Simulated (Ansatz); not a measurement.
Geometry optimisation, RHF/def2-SVP (Ansatz 0.2.0).

input.yaml

```yaml
crystal:
  periodic: [false, false, false]
  atoms:
    - { symbol: B, position_ang: [-0.088102, -0.322063, -0.18375] }
    - { symbol: H, position_ang: [-0.072453, -0.711938, 0.942386] }
    - { symbol: H, position_ang: [0.921841, 0.073114, -0.698645] }
    - { symbol: "N", position_ang: [-1.282359, -0.283593, -0.8993] }
    - { symbol: H, position_ang: [-2.152186, -0.604453, -0.527426] }
    - { symbol: H, position_ang: [-1.350133, 0.058723, -1.835097] }
    - { symbol: Si, position_ang: [-0.259473, 2.489155, 1.253642] }
    - { symbol: H, position_ang: [-1.634342, 2.695234, 0.740049] }
    - { symbol: H, position_ang: [-0.085165, 3.289631, 2.495671] }
    - { symbol: H, position_ang: [0.712331, 2.953607, 0.236582] }
    - { symbol: H, position_ang: [-0.047759, 1.068584, 1.545789] }
basis:
  gaussian: { orbitals: def2-SVP }
hamiltonian:
  xc: hf
relax:
  f_tol: 0.03
  max_steps: 50
```

Launched with:

```bash
$ ansatz run input.yaml --threads 1 --pin off --max-ram 2048MiB --backend cpu --events-out ev --progress --plain --runs-dir out
```

Problem. Where does it end, and by what steps?

Solution. The forces met the threshold. The force dipped under the threshold on the way, but the program's further checks kept it going. After 21 steps the energy has fallen by 0.388 eV; H2 moved furthest, 1.37 Å.

| step | energy less start (eV) | largest force component (eV/Å) | accepted |
| --- | --- | --- | --- |
| 0 | 0.0000 | 0.626 | yes |
| 1 | -0.1784 | 0.301 | yes |
| 2 | -0.2830 | 0.314 | yes |
| 3 | -0.3384 | 0.189 | yes |
| 4 | -0.3617 | 0.098 | yes |
| 5 | -0.3228 | 1.008 | no |
| 6 | -0.3666 | 0.038 | yes |
| 7 | -0.3702 | 0.047 | yes |
| 8 | -0.3733 | 0.188 | yes |
| 9 | -0.3761 | 0.164 | yes |
| 10 | -0.3790 | 0.202 | yes |
| 11 | -0.3727 | 0.423 | no |
| 12 | -0.3830 | 0.091 | yes |
| 13 | -0.3850 | 0.093 | yes |
| 14 | -0.3858 | 0.078 | yes |
| 15 | -0.3869 | 0.123 | yes |
| 16 | -0.3875 | 0.036 | yes |
| 17 | -0.3878 | 0.025 | yes |
| 18 | -0.3880 | 0.032 | yes |
| 19 | -0.3882 | 0.028 | yes |
| 20 | -0.3883 | 0.034 | yes |
| 21 | -0.3884 | 0.017 | yes |

```xyz
11
Properties=species:S:1:pos:R:3
B -0.026 -1.047 -0.594
H -0.145 -1.894 0.251
H 0.978 -0.961 -1.249
N -1.066 -0.152 -0.816
H -1.932 -0.184 -0.318
H -1.034 0.560 -1.516
Si -0.420 2.873 1.462
H -1.830 2.701 1.037
H -0.309 4.107 2.275
H 0.445 2.995 0.266
H 0.000 1.709 2.274
```

Whether the end is a true minimum wasn't checked by a vibrational analysis.

The run took 24 s on 1 thread of Arm Neoverse V2, with other jobs on the host, peak memory 0.14 GiB.
